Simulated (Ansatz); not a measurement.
Na (model structure, started from the diamond type, Fd-3m, No. 227, 2 atoms in the cell)

Method: r²SCAN in Ansatz (plane waves, PAW).

Settings: plane-wave cutoff 500 eV, 18×18×18 k mesh, Fermi–Dirac smearing 0.1 eV, scalar-relativistic PAW data made under PBE.

Cell (relaxed at this level):

```xyz
2
Lattice="0.0000 3.8162 3.8162 3.8162 0.0000 3.8162 3.8162 3.8162 0.0000" Properties=species:S:1:pos:R:3 pbc="T T T"
Na     5.7243     5.7243     5.7243
Na     3.8162     3.8162     3.8162
```

| Item | Result |
|---|---|
| band gap | zero (no gap) |

Note: the relaxation could raise the start's symmetry but not lower it, so the cell can be a saddle point.

It cost around 2.5 core-minutes (rough) of CPU time.

A model structure was made by putting elements into a prototype or built by hand; it is no filed structure, need not be a known phase, and can be a saddle point held by its symmetry.

Ansatz is a first-principles code.
